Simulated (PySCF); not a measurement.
# O3 (ozone) at 6 levels

Wanted: a comparison of 6 runs (HF/STO-3G, HF/3-21G, HF/aug-cc-pVDZ, TPSS/cc-pVDZ, MP2/cc-pVDZ, CCSD(T)/aug-cc-pVDZ) of O3 (ozone). Input form: a Python script.

Program for the calculation: PySCF 2.14.0.

## Step 1: The structure to begin with

O3: 3 atoms, total charge 0, spin state singlet. As SMILES, `O=[O+][O-]`. Geometry: relaxed at PBE0-D4/def2-TZVP.

Bond lengths: O1–O2 1.238 Å, O2–O3 1.238 Å. Angles: O1–O2–O3 118.4°.

## Step 2: Energy and gradient at HF/STO-3G (run 1)

Contents of run.py:

```python
# O=[O+][O-]
import pyscf.grad
from pyscf import gto

mol = gto.Mole()
mol.atom = [
    ('O', (0.848700, -0.535900, 0.409500)),
    ('O', (-0.228900, -0.317600, -0.159400)),
    ('O', (-0.619800, 0.853500, -0.250100)),
]
mol.max_memory = 1860
mol.charge = 0
mol.verbose = 4
mol.spin = 0
mol.basis = 'sto-3g'
mol.build()

myscf = mol.RHF()
myscf.conv_tol = 1e-10
myscf.kernel()
if not myscf.converged:
    myscf = myscf.newton().run(myscf.mo_coeff, myscf.mo_occ)

e_final = myscf.e_tot
print('E(%s) = %.9f' % ('HF', e_final))
grad = myscf.Gradients().kernel()
dip = myscf.dip_moment()
pop, q = myscf.mulliken_pop()
```

Command:

```sh
$ OMP_NUM_THREADS=1 python run.py
```

Standard output:

```text
PySCF version 2.14.0

[INPUT] num. atoms = 3
[INPUT] num. electrons = 24
[INPUT] charge = 0
[INPUT] spin (= nelec alpha-beta = 2S) = 0
[INPUT] symmetry False subgroup None
[INPUT] Mole.unit = angstrom
[INPUT] Symbol           X                Y                Z      unit          X                Y                Z       unit  Magmom
[INPUT]  1 O      0.848700000000  -0.535900000000   0.409500000000 AA    1.603810561918  -1.012704230154   0.773842848009 Bohr   0.0
[INPUT]  2 O     -0.228900000000  -0.317600000000  -0.159400000000 AA   -0.432558309913  -0.600177017162  -0.301222344256 Bohr   0.0
[INPUT]  3 O     -0.619800000000   0.853500000000  -0.250100000000 AA   -1.171252252005   1.612881247316  -0.472620503754 Bohr   0.0

nuclear repulsion = 70.6416483617444
number of shells = 9
number of NR pGTOs = 45
number of NR cGTOs = 15
basis = sto-3g
ecp = {}

******** <class 'pyscf.scf.hf.RHF'> ********
method = RHF
initial guess = minao
damping factor = 0
level_shift factor = 0
DIIS = <class 'pyscf.scf.diis.CDIIS'>
diis_start_cycle = 1
diis_space = 8
diis_damp = 0
SCF conv_tol = 1e-10
SCF conv_tol_grad = None
SCF max_cycles = 50
direct_scf = True
direct_scf_tol = 1e-13
Set gradient conv threshold to 1e-05
Initial guess from minao.
init E= -221.849025807848
  HOMO = -0.265506077569436  LUMO = -0.0997692567701228  gap/eV = 4.50993
cycle= 1 E= -221.12349513808  delta_E= 0.726  |g|= 0.752  |ddm|= 2.93
  HOMO = -0.287296900675573  LUMO = 0.083944643953314  gap/eV = 10.10200
cycle= 2 E= -221.240146139383  delta_E= -0.117  |g|= 0.383  |ddm|= 1.18
  HOMO = -0.3269274610634  LUMO = 0.113894398974584  gap/eV = 11.99537
cycle= 3 E= -221.281035728155  delta_E= -0.0409  |g|= 0.029  |ddm|= 0.387
  HOMO = -0.327900463886818  LUMO = 0.119866244911711  gap/eV = 12.18435
cycle= 4 E= -221.28170832742  delta_E= -0.000673  |g|= 0.00902  |ddm|= 0.0839
  HOMO = -0.328973591849533  LUMO = 0.118897204901444  gap/eV = 12.18719
cycle= 5 E= -221.281786705221  delta_E= -7.84e-05  |g|= 0.00364  |ddm|= 0.0274
  HOMO = -0.32968941927957  LUMO = 0.119430352191907  gap/eV = 12.22117
cycle= 6 E= -221.281799770704  delta_E= -1.31e-05  |g|= 0.00052  |ddm|= 0.0135
  HOMO = -0.329731193218058  LUMO = 0.119436792292438  gap/eV = 12.22248
cycle= 7 E= -221.281799939671  delta_E= -1.69e-07  |g|= 9.12e-05  |ddm|= 0.00134
  HOMO = -0.329734604013293  LUMO = 0.119447582186637  gap/eV = 12.22287
cycle= 8 E= -221.28179994292  delta_E= -3.25e-09  |g|= 4.21e-05  |ddm|= 0.00018
  HOMO = -0.329736624869822  LUMO = 0.119454101981181  gap/eV = 12.22310
cycle= 9 E= -221.281799943711  delta_E= -7.91e-10  |g|= 4.2e-06  |ddm|= 7.82e-05
  HOMO = -0.329736630253778  LUMO = 0.119452966819464  gap/eV = 12.22307
cycle= 10 E= -221.281799943723  delta_E= -1.23e-11  |g|= 1.41e-06  |ddm|= 1.09e-05
  HOMO = -0.329736671355762  LUMO = 0.119453009033397  gap/eV = 12.22307
Extra cycle  E= -221.281799943725  delta_E= -1.19e-12  |g|= 7.1e-07  |ddm|= 2.73e-06
converged SCF energy = -221.281799943725
E(HF) = -221.281799944

******** <class 'pyscf.grad.rhf.Gradients'> for <class 'pyscf.scf.hf.RHF'> ********
unit = Eh/Bohr
--------------- RHF gradients ---------------
         x                y                z
0 O    -0.0799997198     0.0139216976    -0.0424764638
1 O     0.0529335170     0.0734641907     0.0368634983
2 O     0.0270662028    -0.0873858883     0.0056129655
----------------------------------------------
Dipole moment(X, Y, Z, Debye): -0.27809, -0.38581, -0.19365
 ** Mulliken pop  **
pop of  0 O 1s            1.99896
pop of  0 O 2s            1.91391
pop of  0 O 2px           0.98342
pop of  0 O 2py           1.92393
pop of  0 O 2pz           1.26064
pop of  1 O 1s            1.99786
pop of  1 O 2s            1.78290
pop of  1 O 2px           1.31374
pop of  1 O 2py           1.40439
pop of  1 O 2pz           1.33940
pop of  2 O 1s            1.99896
pop of  2 O 2s            1.91391
pop of  2 O 2px           1.70136
pop of  2 O 2py           0.98143
pop of  2 O 2pz           1.48519
 ** Mulliken atomic charges  **
charge of    0O =     -0.08086
charge of    1O =      0.16171
charge of    2O =     -0.08085
```

It took 1.1 s on 1 thread of Intel Xeon at 2.70GHz, shared host; peak memory 0.12 GiB.

## Step 3: Energy and gradient at HF/3-21G (run 2)

Contents of geometry.xyz:

```xyz
3
O3
O      0.848700    -0.535900     0.409500
O     -0.228900    -0.317600    -0.159400
O     -0.619800     0.853500    -0.250100
```

Contents of run.py:

```python
from pyscf import gto, scf

system = gto.M(
    atom='geometry.xyz',
    basis='3-21g',
    spin=0,
    charge=0,
    verbose=4,
    max_memory=1860,
)

mf = scf.RHF(system)
mf.conv_tol = 1e-10
mf.kernel()
if not mf.converged:
    mf = mf.newton().run(mf.mo_coeff, mf.mo_occ)

etot = mf.e_tot
print(f'total energy: {etot:.8f} hartree')
grad = mf.nuc_grad_method().kernel()
mf.analyze()
```

Command:

```sh
$ OMP_NUM_THREADS=1 python run.py
```

Standard output:

```text
PySCF version 2.14.0

[INPUT] num. atoms = 3
[INPUT] num. electrons = 24
[INPUT] charge = 0
[INPUT] spin (= nelec alpha-beta = 2S) = 0
[INPUT] symmetry False subgroup None
[INPUT] Mole.unit = angstrom
[INPUT] Symbol           X                Y                Z      unit          X                Y                Z       unit  Magmom
[INPUT]  1 O      0.848700000000  -0.535900000000   0.409500000000 AA    1.603810561918  -1.012704230154   0.773842848009 Bohr   0.0
[INPUT]  2 O     -0.228900000000  -0.317600000000  -0.159400000000 AA   -0.432558309913  -0.600177017162  -0.301222344256 Bohr   0.0
[INPUT]  3 O     -0.619800000000   0.853500000000  -0.250100000000 AA   -1.171252252005   1.612881247316  -0.472620503754 Bohr   0.0

nuclear repulsion = 70.6416483617444
number of shells = 15
number of NR pGTOs = 45
number of NR cGTOs = 27
basis = 3-21g
ecp = {}

[... 42 lines left out ...]
total energy: -222.97844822 hartree
[... 12 lines left out ...]
One-electron Energy =                 -446.544285988543947
[... 2 lines left out ...]
DFT Exchange-Correlation Energy =      -24.331816643617486
[... 4 lines left out ...]
MO #3   energy= -20.6024347846027  occ= 2
[... 2 lines left out ...]
MO #6   energy= -1.06437334302519  occ= 2
[... 2 lines left out ...]
MO #9   energy= -0.78386799838369  occ= 2
[... 2 lines left out ...]
MO #12  energy= -0.477752860471556 occ= 2
[... 2 lines left out ...]
MO #15  energy= 0.463674134469817  occ= 0
[... 2 lines left out ...]
MO #18  energy= 1.61794144716328   occ= 0
[... 2 lines left out ...]
MO #21  energy= 1.77845575302641   occ= 0
MO #22  energy= 1.81997902992155   occ= 0
MO #23  energy= 1.86271078718773   occ= 0
MO #24  energy= 2.06921394426797   occ= 0
MO #25  energy= 2.53861223405724   occ= 0
MO #26  energy= 2.95964132744328   occ= 0
MO #27  energy= 3.23914488029244   occ= 0
 ** Mulliken pop on meta-lowdin orthogonal AOs  **
 ** Mulliken pop  **
pop of  0 O 1s            1.99990
pop of  0 O 2s            1.85774
pop of  0 O 3s            0.00382
pop of  0 O 2px           1.06524
pop of  0 O 2py           1.92921
pop of  0 O 2pz           1.30443
pop of  0 O 3px           0.00440
pop of  0 O 3py           0.00193
pop of  0 O 3pz           0.00190
pop of  1 O 1s            1.99984
pop of  1 O 2s            1.63037
pop of  1 O 3s            0.00158
pop of  1 O 2px           1.30738
pop of  1 O 2py           1.41905
pop of  1 O 2pz           1.29335
pop of  1 O 3px           0.00485
pop of  1 O 3py           0.00517
pop of  1 O 3pz           0.00129
pop of  2 O 1s            1.99990
pop of  2 O 2s            1.85773
pop of  2 O 3s            0.00382
pop of  2 O 2px           1.72308
pop of  2 O 2py           1.06562
pop of  2 O 2pz           1.51018
pop of  2 O 3px           0.00213
pop of  2 O 3py           0.00491
pop of  2 O 3pz           0.00119
 ** Mulliken atomic charges  **
charge of    0O =     -0.16857
charge of    1O =      0.33712
charge of    2O =     -0.16856
Dipole moment(X, Y, Z, Debye): -0.32149, -0.44600, -0.22387
```

Run time: 1 s. Hardware: 1 thread of Intel Xeon at 2.70GHz, shared host; peak memory 0.12 GiB.

Runs 3 to 5 aren't shown in full; the table further down has their settings and results.

## Step 4: The energy at CCSD(T)/aug-cc-pVDZ (run 6)

Contents of input.xyz:

```xyz
3

O      0.848700    -0.535900     0.409500
O     -0.228900    -0.317600    -0.159400
O     -0.619800     0.853500    -0.250100
```

Contents of input.py:

```python
from pyscf import gto, cc

system = gto.Mole()
system.atom = 'input.xyz'
system.verbose = 4
system.basis = 'aug-cc-pvdz'
system.max_memory = 1860
system.build()

calc0 = system.RHF()
calc0.conv_tol = 1e-10
calc0.kernel()
if not calc0.converged:
    calc0 = calc0.newton().run(calc0.mo_coeff, calc0.mo_occ)

mycc = cc.CCSD(calc0, frozen=3)
mycc.kernel()
e_t = mycc.ccsd_t()
etot = mycc.e_tot + e_t
print(f'total energy: {etot:.8f} hartree')
calc0.analyze()
```

Command:

```sh
$ OMP_NUM_THREADS=1 python input.py
```

Standard output:

```text
PySCF version 2.14.0

[INPUT] num. atoms = 3
[INPUT] num. electrons = 24
[INPUT] charge = 0
[INPUT] spin (= nelec alpha-beta = 2S) = 0
[INPUT] symmetry False subgroup None
[INPUT] Mole.unit = angstrom
[INPUT] Symbol           X                Y                Z      unit          X                Y                Z       unit  Magmom
[INPUT]  1 O      0.848700000000  -0.535900000000   0.409500000000 AA    1.603810561918  -1.012704230154   0.773842848009 Bohr   0.0
[INPUT]  2 O     -0.228900000000  -0.317600000000  -0.159400000000 AA   -0.432558309913  -0.600177017162  -0.301222344256 Bohr   0.0
[INPUT]  3 O     -0.619800000000   0.853500000000  -0.250100000000 AA   -1.171252252005   1.612881247316  -0.472620503754 Bohr   0.0

nuclear repulsion = 70.6416483617444
number of shells = 24
number of NR pGTOs = 105
number of NR cGTOs = 69
basis = aug-cc-pvdz
ecp = {}

[... 56 lines left out ...]
Init t2, MP2 energy = -224.952225357925  E_corr(MP2) -0.651295981483967
[... 23 lines left out ...]
Two-electron Coulomb Energy =          177.709957924154253
[... 8 lines left out ...]
MO #6   energy= -1.08765096567918  occ= 2
[... 6 lines left out ...]
MO #13  energy= -0.0333183292659776 occ= 0
[... 6 lines left out ...]
MO #20  energy= 0.235293031459119  occ= 0
[... 6 lines left out ...]
MO #27  energy= 0.488712970643052  occ= 0
[... 6 lines left out ...]
MO #34  energy= 1.12119877113042   occ= 0
[... 6 lines left out ...]
MO #41  energy= 1.28156405095743   occ= 0
[... 6 lines left out ...]
MO #48  energy= 1.72148167710452   occ= 0
[... 6 lines left out ...]
MO #55  energy= 3.18977341184271   occ= 0
[... 6 lines left out ...]
MO #62  energy= 3.57407486503198   occ= 0
[... 6 lines left out ...]
MO #69  energy= 4.39547933264028   occ= 0
[... 36 lines left out ...]
pop of  1 O 4py           0.00073
pop of  1 O 4pz           0.00175
pop of  1 O 3dxy          0.00702
pop of  1 O 3dyz          0.00661
pop of  1 O 3dz^2         0.00602
pop of  1 O 3dxz          0.00704
pop of  1 O 3dx2-y2       0.01047
pop of  1 O 4dxy          0.00020
pop of  1 O 4dyz          0.00030
pop of  1 O 4dz^2         0.00033
pop of  1 O 4dxz          0.00035
pop of  1 O 4dx2-y2       0.00023
pop of  2 O 1s            1.99999
pop of  2 O 2s            1.82365
pop of  2 O 3s            0.01070
pop of  2 O 4s            0.00099
pop of  2 O 2px           1.72075
pop of  2 O 2py           1.11500
pop of  2 O 2pz           1.50813
pop of  2 O 3px           0.00774
pop of  2 O 3py           0.00535
pop of  2 O 3pz           0.00572
pop of  2 O 4px           0.00118
pop of  2 O 4py           0.00106
pop of  2 O 4pz           0.00170
pop of  2 O 3dxy          0.00550
pop of  2 O 3dyz          0.00395
pop of  2 O 3dz^2         0.00254
pop of  2 O 3dxz          0.00037
pop of  2 O 3dx2-y2       0.00535
pop of  2 O 4dxy          0.00056
pop of  2 O 4dyz          0.00023
pop of  2 O 4dz^2         0.00023
pop of  2 O 4dxz          0.00006
pop of  2 O 4dx2-y2       0.00054
 ** Mulliken atomic charges  **
charge of    0O =     -0.22132
charge of    1O =      0.44262
charge of    2O =     -0.22131
Dipole moment(X, Y, Z, Debye): -0.42800, -0.59375, -0.29804
```

It took 9.3 s on 1 thread of Intel Xeon at 2.70GHz, shared host; peak memory 0.26 GiB.

## Step 5: The series

| run | level | integration grid | frozen core orbitals | energy (Eh) | dipole moment (D) of the reference | HOMO energy (eV) | LUMO energy (eV) | wall time |
| --- | --- | --- | --- | --- | --- | --- | --- | --- |
| 1 | HF/STO-3G | – | – | -221.281800 | 0.51 | -8.97 | 3.25 | 1.1 s |
| 2 | HF/3-21G | – | – | -222.978448 | 0.59 | -13.00 | -0.67 | 1 s |
| 3 | HF/aug-cc-pVDZ | – | – | -224.300929 | 0.79 | -13.44 | -0.91 | 2.7 s |
| 4 | TPSS/cc-pVDZ | 5 | – | -225.477704 | 0.59 | -7.36 | -5.29 | 9.6 s |
| 5 | MP2/cc-pVDZ | – | 3 | -224.895130 | 0.81 | -13.18 | -0.62 | 1.8 s |
| 6 | CCSD(T)/aug-cc-pVDZ | – | 3 | -224.965268 | 0.79 | -13.44 | -0.91 | 9.3 s |

## Step 6: Summary of results

| quantity | value |
| --- | --- |
| run 6: total energy | -224.96527 Eh |
| run 6: dipole moment (Hartree–Fock density) | 0.79 D |
| run 6: HOMO energy (Hartree–Fock orbitals) | -13.44 eV |
| run 6: LUMO energy (Hartree–Fock orbitals) | -0.91 eV |
| run 6: HOMO–LUMO gap (Hartree–Fock orbitals) | 12.53 eV |
| run 6: correlation energy (3 core orbitals frozen) | -664.3 mEh |
| run 6: (T) correction | -34.40 mEh |
| run 6: T1 diagnostic | 0.026 |

What this shows: Over runs 1, 2, 3, 4 the dipole moment (its size) runs from 0.51 D (HF/STO-3G) to 0.79 D (HF/aug-cc-pVDZ). Over runs 1, 2, 3, 4 the HOMO–LUMO gap runs from 2.07 eV (TPSS/cc-pVDZ) to 12.53 eV (HF/aug-cc-pVDZ). The two ends differ in method and basis. In run 1 the basis is minimal, so the values are rough. All runs together took 26 s, the longest 9.6 s.
